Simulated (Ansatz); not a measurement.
# SiH₃O−: single points off equilibrium

The task here is to estimate one member of a computed series from the others.

Program: Ansatz 0.2.0, Gaussian basis. Level of theory: single points in def2-TZVPPD. These are calculated values, not measurements.

Correlated methods freeze the cores.

**The starting structure**

5 atoms, charge -1, spin multiplicity 1.

Atoms are counted from 1 here; the program's logs count them from 0.

Bond lengths: O1–Si2 1.797 Å, O1–H3 1.073 Å, Si2–H4 1.429 Å, Si2–H5 1.272 Å. Angles: Si2–O1–H3 108.3°, O1–Si2–H4 95.5°, O1–Si2–H5 75.4°, H4–Si2–H5 108.4°.

As a file:

```xyz
5

O     0.5675   -0.3267    0.8995
Si    0.1992    0.3091   -0.7407
H     0.6959   -1.3900    0.8276
H    -1.0887   -0.3019   -0.8379
H     0.1055    1.3221    0.0237
```

The first run:

run/in.yaml

```yaml
crystal:
  periodic: [false, false, false]
  atoms:
    - {symbol: O, position_ang: [0.567500, -0.326700, 0.899500]}
    - {symbol: Si, position_ang: [0.199200, 0.309100, -0.740700]}
    - {symbol: H, position_ang: [0.695900, -1.390000, 0.827600]}
    - {symbol: H, position_ang: [-1.088700, -0.301900, -0.837900]}
    - {symbol: H, position_ang: [0.105500, 1.322100, 0.023700]}
basis:
  gaussian: {orbitals: "def2-TZVPPD.json"}
total_charge: -1
correlation: {method: ccsd_t}
output: {forces: true}
```

The basis file named in the input lies beside it (Basis Set Exchange, JSON).

No record of the launch command was kept for these runs.

Among the steps run: CCSD(T)/def2-TZVPPD; PBE0-D4/def2-TZVPPD; wB97M-V/def2-TZVPPD; r2SCAN-D4/def2-TZVPPD; PBE-D4/def2-TZVPPD; r2SCANh-D4/def2-TZVPPD; LC-wPBE/def2-TZVPPD.

One table of the session follows, with a row left open; its other results are not shown here.

| method | RMS force component (eV/Å) | angle to CCSD(T) forces (°) |
| --- | --- | --- |
| CCSD(T) | 3.008 | reference |
| PBE0-D4 | 3.056 | 1.7 |
| wB97M-V | 3.017 | 1.6 |
| r2SCAN-D4 | 2.998 | 0.9 |
| PBE-D4 | 2.980 | 3.7 |
| r2SCANh-D4 | ? | ? |
| LC-wPBE | 3.075 | 2.7 |

Estimate the missing values for r2SCANh-D4.

**Answer.** RMS force component (eV/Å): 3.026; angle to CCSD(T) forces (°): 1.9. In the column «RMS force component (eV/Å)» it lies between wB97M-V (3.017) and PBE0-D4 (3.056).

Caveats from the session: The anion's highest level is positive in at least one run, so there the basis alone may hold the extra electron.
